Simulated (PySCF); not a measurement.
# BSH: rigid scans about the minimum

Aim: map the energy of singlet BSH about its PBE0 minimum, with rigid distortions.

Program: PySCF 2.14.0. Level of theory: PBE0, basis B def2-TZVP, S def2-TZVP, H def2-TZVP, no relativity, density fitting. These are calculated values, not measurements.

### Step 1. The starting structure

3 atoms, charge 0, spin multiplicity 1.

Bond lengths: B1–S2 1.598 Å, B1–H3 1.175 Å. Angles: S2–B1–H3 180.0°.

Z-matrix (Å, degrees; charge 0 multiplicity 1):
```
B
S  1 1.5978
H  1 1.1750 2 180.00
```

### Step 2. Breathing scan

One driver script runs all scans and calls PySCF for each point, on a (75, 302) grid.

Run with:

```console
OMP_NUM_THREADS=2 python axn.py task.json out
```

A rigid scan with PBE0: all bonds to the central atom are scaled together. Each point starts from its neighbour's orbitals, and energies count from the minimum.

```
scale of all bonds to the centre  energy (kJ/mol)  dipole size (D)
                            0.88            147.7             0.79
                            0.92             59.2             1.00
                            0.96             13.4             1.21
                            1.00              0.0             1.42
                            1.04             11.0             1.63
                            1.08             40.0             1.85
                            1.14            106.9             2.16
                            1.22            221.5             2.55
                            1.35            427.2             3.09
```

The scan took 7.2 s on 2 threads of Arm Neoverse N1, shared host.

### Step 3. Stretching one bond

A rigid scan with PBE0: the bond from B to the last atom (H) is scaled and the rest held.

```
scale of one bond  energy (kJ/mol)  dipole size (D)
             0.92             13.4             1.44
             0.96              3.1             1.43
             1.00              0.0             1.42
             1.05              4.1             1.40
             1.12             20.6             1.37
             1.20             49.8             1.33
             1.35            119.8             1.23
             1.55            221.1             1.08
             1.80            338.0             0.88
             2.20            483.0             0.59
```

The scan took 7.7 s.

A restricted determinant lies too high at long bonds, where the pair should uncouple.

### Step 4. Bending curve

A rigid scan with PBE0: the S–B–H angle changes, with bonds held.

```
bond angle (°)  energy (kJ/mol)  dipole size (D)
            80            292.7             0.59
            90            243.7             0.23
           100            195.2             0.59
           110            150.4             0.88
           120            110.8             1.08
           130             77.1             1.21
           140             49.4             1.30
           150             27.8             1.36
           160             12.4             1.39
           170              3.1             1.41
           180              0.0             1.42
```

The scan took 9.1 s.

### Step 5. Summary of results

| quantity | value |
| --- | --- |
| all bonds 4 % longer | 11.0 kJ/mol |
| one bond 20 % longer | 49.8 kJ/mol |

What this shows: Shortening all bonds by 4 % costs 13.4 kJ/mol and lengthening them 11.0: the wall is steeper on the short side.
